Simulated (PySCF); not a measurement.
Simulated outer-valence photoelectron spectrum of methyl formate, `COC=O`. Method: EOM-IP-CCSD/aug-cc-pVDZ in PySCF, restricted Hartree–Fock reference, 4 core orbitals frozen, non-relativistic, gas phase, PBE0-D3(BJ)/def2-SVP geometry.

Each root has a Gaussian of 0.3 eV full width with its one-hole share as area; cross sections and vibrations are left out, and the highest printed point is 100.

(ionisation energy (eV), intensity): (10.6, 1), (10.8, 33), (11.0, 65), (11.2, 43), (11.4, 64), (11.6, 11), (11.8, 0), (12.0, 0), (12.2, 0), (12.4, 0), (12.6, 1), (12.8, 33), (13.0, 64), (13.2, 11), (13.4, 0), (13.6, 0), (13.8, 0), (14.0, 0), (14.2, 12), (14.4, 65), (14.6, 31), (14.8, 11), (15.0, 63), (15.2, 36), (15.4, 2), (15.6, 0), (15.8, 0), (16.0, 0), (16.2, 3), (16.4, 48), (16.6, 100), (16.8, 59), (17.0, 5), (17.2, 0), (17.4, 0), (17.6, 0), (17.8, 0), (18.0, 19), (18.2, 67), (18.4, 20), (18.6, 1)

Q: Where are the maxima, and how many lines lie under the curve?

A: 7 maxima, at 11.0, 11.4, 13.0, 14.4, 15.1, 16.6 and 18.2 eV, from 8 lines. At this width some lines have no maximum of their own.

Q: List the lines with their holes.

A: 
| E (eV) | leading hole (HF orbital) | area | Koopmans (eV) |
| --- | --- | --- | --- |
| 10.95 | HOMO-1 | 0.95 | 12.68 |
| 11.36 | HOMO | 0.95 | 12.67 |
| 12.95 | HOMO-2 | 0.95 | 14.40 |
| 14.44 | HOMO-3 | 0.94 | 15.30 |
| 15.05 | HOMO-4 | 0.96 | 16.29 |
| 16.52 | HOMO-6 | 0.94 | 18.70 |
| 16.71 | HOMO-5 | 0.93 | 18.44 |
| 18.20 | HOMO-7 | 0.93 | 20.26 |

The widest gap, 1.59 eV, lies between 11.36 and 12.95 eV. Only orbitals with −ε under 21 eV, eight at most, were ionised, so the high end of the curve may lack lines.

Shape of the structure used: `[CH3:1][O:2][CH:3]=[O:4]`: C1–O2–C3–O4 0°.

One conformer stands for the species.
